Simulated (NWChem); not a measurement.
The numbers come from NWChem runs, not from measurements. System: oxygen (O₂), charge 0, spin multiplicity 3, at a geometry optimised with UB3LYP/def2-SVP. Its SCF solution wasn't tested for a lower state. Level: ROCCSD(T)/def2-TZVP, 2 core orbitals frozen.

The NWChem input:

```
start mol
memory heap 100 mb stack 700 mb global 1900 mb
geometry units angstroms nocenter noautoz
  O      0.000000     0.000000     0.599976
  O      0.000000     0.000000    -0.599976
  symmetry group D2h
end
basis spherical
  * library def2-tzvp
end
scf
  rohf
  nopen 2
  maxiter 100
  thresh 1e-7
  semidirect memsize 60000000 filesize 0
  # guess.movecs holds the orbitals of an unrestricted PBE0 run
  vectors input guess.movecs output mol.movecs
end
tce
  freeze core 2
  ccsd(t)
  2eorb
  2emet 13
  thresh 1e-6
  maxiter 100
  tilesize 24
end
task tce energy
```

Output (cleaned and shortened):

```
             Northwest Computational Chemistry Package (NWChem) 7.3.0
             --------------------------------------------------------

                                NWChem Input Module
                                -------------------

 Scaling coordinates for geometry "geometry" by  1.889725989
 (inverse scale =  0.529177249)

 Turning off AUTOSYM since
 SYMMETRY directive was detected!

                             Geometry "geometry" -> ""
                             -------------------------

 Output coordinates in angstroms (scale by  1.889725989 to convert to a.u.)

  No.       Tag          Charge          X              Y              Z
 ---- ---------------- ---------- -------------- -------------- --------------
    1 O                    8.0000     0.00000000     0.00000000     0.59997600
    2 O                    8.0000     0.00000000     0.00000000    -0.59997600

 Effective nuclear repulsion energy (a.u.)      28.2239155699

            Nuclear Dipole moment (a.u.)
            ----------------------------
        X                 Y               Z
 ---------------- ---------------- ----------------
     0.0000000000     0.0000000000     0.0000000000

      Symmetry information
      --------------------

 Group name             D2h
 Group number             26
 Group order               8
 No. of unique centers     1

      Symmetry unique atoms

     1


 Summary of "ao basis" -> "" (spherical)
 ------------------------------------------------------------------------------
       Tag                 Description            Shells   Functions and Types
 ---------------- ------------------------------  ------  ---------------------
 *                         def2-tzvp                  on all atoms

 Summary of "ao basis" -> "ao basis" (spherical)
 ------------------------------------------------------------------------------
       Tag                 Description            Shells   Functions and Types
 ---------------- ------------------------------  ------  ---------------------
 O                         def2-tzvp                11       31   5s3p2d1f

                                 NWChem SCF Module
                                 -----------------

  ao basis        = "ao basis"
  functions       =    62
  atoms           =     2
  closed shells   =     7
  open shells     =     2
  charge          =   0.00
  wavefunction    = ROHF
  use symmetry    = T
  symmetry adapt  = T

 Summary of "ao basis" -> "ao basis" (spherical)
 ------------------------------------------------------------------------------
       Tag                 Description            Shells   Functions and Types
 ---------------- ------------------------------  ------  ---------------------
 O                         def2-tzvp                11       31   5s3p2d1f

      Symmetry analysis of basis
      --------------------------

        ag         14
        au          3
        b1g         3
        b1u        14
        b2g         7
        b2u         7
        b3g         7
        b3u         7

 Forming initial guess at       0.1s

      Symmetry analysis of molecular orbitals - initial
      -------------------------------------------------

  Numbering of irreducible representations:

     1 ag          2 au          3 b1g         4 b1u         5 b2g
     6 b2u         7 b3g         8 b3u

  Orbital symmetries:

     1 ag          2 b1u         3 ag          4 b1u         5 b2u
     6 b3u         7 ag          8 b3g         9 b2g        10 b1u
[...]
     9     -0.494280  1 O  px                40     -0.494280  2 O  px
     6     -0.169715  1 O  px                37     -0.169715  2 O  px

 center of mass
 --------------
 x =   0.00000000 y =   0.00000000 z =   0.00000000

 moments of inertia (a.u.)
 ------------------
          41.122283656677           0.000000000000           0.000000000000
           0.000000000000          41.122283656677           0.000000000000
           0.000000000000           0.000000000000           0.000000000000

  Mulliken analysis of the total density
  --------------------------------------

    Atom       Charge   Shell Charges
 -----------   ------   -------------------------------------------------------
    1 O    8     8.00   0.79  1.18  0.62  0.97  0.34  1.74  1.77  0.53  0.01  0.05  0.01
    2 O    8     8.00   0.79  1.18  0.62  0.97  0.34  1.74  1.77  0.53  0.01  0.05  0.01

 Mulliken analysis of the open-shell density
 -------------------------------------------

    Atom       Charge   Shell Charges
 -----------   ------   -------------------------------------------------------
    1 O    8     1.00   0.00 -0.00  0.00  0.00 -0.00  0.48  0.40  0.12  0.00  0.00  0.00
    2 O    8     1.00   0.00 -0.00  0.00  0.00 -0.00  0.48  0.40  0.12  0.00  0.00  0.00

       Multipole analysis of the density wrt the origin
       ------------------------------------------------

     L   x y z        total         open         nuclear
     -   - - -        -----         ----         -------
     0   0 0 0     -0.000000     -2.000000     16.000000

     1   1 0 0      0.000000      0.000000      0.000000
     1   0 1 0     -0.000000     -0.000000      0.000000
     1   0 0 1      0.000000     -0.000000      0.000000

     2   2 0 0     -7.395201     -1.375442      0.000000
     2   1 1 0     -0.000000     -0.000000      0.000000
     2   1 0 1      0.000000      0.000000      0.000000
     2   0 2 0     -7.395201     -1.375442      0.000000
     2   0 1 1     -0.000000     -0.000000      0.000000
     2   0 0 2     -7.731913     -3.991054     20.567685

                   NWChem Extensible Many-Electron Theory Module
                   ---------------------------------------------


            General Information
            -------------------
      Number of processors :     1
         Wavefunction type : Restricted open-shell Hartree-Fock
          No. of electrons :    16
           Alpha electrons :     9
            Beta electrons :     7
           No. of orbitals :   124
            Alpha orbitals :    62
             Beta orbitals :    62
        Alpha frozen cores :     2
         Beta frozen cores :     2
     Alpha frozen virtuals :     0
      Beta frozen virtuals :     0
         Spin multiplicity : triplet
    Number of AO functions :    62
       Number of AO shells :    22
        Use of symmetry is : on
      Symmetry adaption is : on
         Schwarz screening : 0.10D-09

          Correlation Information
          -----------------------
          Calculation type : Coupled-cluster singles & doubles w/ perturbation
   Perturbative correction : (T)
            Max iterations :      100
        Residual threshold : 0.10D-05
     T(0) DIIS level shift : 0.00D+00
     L(0) DIIS level shift : 0.00D+00
     T(1) DIIS level shift : 0.00D+00
     L(1) DIIS level shift : 0.00D+00
     T(R) DIIS level shift : 0.00D+00
     T(I) DIIS level shift : 0.00D+00
   CC-T/L Amplitude update :  5-th order DIIS
                I/O scheme : Global Array Library
        L-threshold :  0.10D-05
        EOM-threshold :  0.10D-05
 no EOMCCSD initial starts read in
 TCE RESTART OPTIONS
 SLICE:      F
 D4D5:       F
 quantumc:   F
 qrotation:  F
 pwtce:      F
 qducc:      F
 nacto:                         0
 nrotv:                         0
 nrot:                          0

            Memory Information
            ------------------
          Available GA space size is     249029112 doubles
          Available MA space size is     104854420 doubles

 Maximum block size supplied by input
 Maximum block size        24 doubles

 tile_dim =     12

 -------------------------------------------------

 Global array virtual files algorithm will be used

 Parallel file system coherency ......... OK

 4-electron integrals stored in orbital form

 v2    file size   =           349144
 4-index algorithm nr.  13 is used
 imaxsize =       30
 imaxsize ichop =        0


CCSD iterations
 ---------------------------------------------------------
 Iter          Residuum       Correlation     Cpu    Wall
 ---------------------------------------------------------
    1   0.3360731841472  -0.4957219180886     2.1     2.1
    2   0.1290696257437  -0.4211442460968     2.2     2.2
    3   0.0732399742526  -0.4671273216083     1.8     1.8
    4   0.0346361666176  -0.4463705617487     2.0     2.0
    5   0.0195099609321  -0.4576990348512     2.0     2.0
    6   0.0016789066585  -0.4541850756567     2.1     2.1
    7   0.0006022293121  -0.4541213446859     2.3     2.3
    8   0.0002946437248  -0.4541287001964     2.2     2.2
    9   0.0001341622908  -0.4541235608039     2.3     2.3
   10   0.0000742907624  -0.4541311142827     1.9     1.9
   11   0.0000148758982  -0.4541319911951     2.1     2.1
   12   0.0000061772621  -0.4541292335690     2.0     2.0
   13   0.0000029425608  -0.4541307279753     1.8     1.8
   14   0.0000015137795  -0.4541300304160     1.7     1.7
   15   0.0000007503580  -0.4541304017410     1.9     1.9
 -----------------------------------------------------------------
 Iterations converged
 CCSD correlation energy / hartree =        -0.454130401741033
 CCSD total energy / hartree       =      -150.115869209614203

 Singles contributions

 Doubles contributions
 CCSD(T)
 Using plain CCSD(T) code
             total no. of tasks         8440
 total no. of tasks / no. procs         8440
                         wl_min            2           1.1
                         wl_max        12672           4.8
        thresh for no. of tasks         8440

 CCSD[T]  correction energy / hartree =        -0.019186431050504
 CCSD[T] correlation energy / hartree =        -0.473316832791537
 CCSD[T] total energy / hartree       =      -150.135055640664717
 CCSD(T)  correction energy / hartree =        -0.019232543686115
 CCSD(T) correlation energy / hartree =        -0.473362945427148
 CCSD(T) total energy / hartree       =      -150.135101753300319

 Task  times  cpu:       43.3s     wall:       43.3s

 Total times  cpu:       43.3s     wall:       43.3s
```
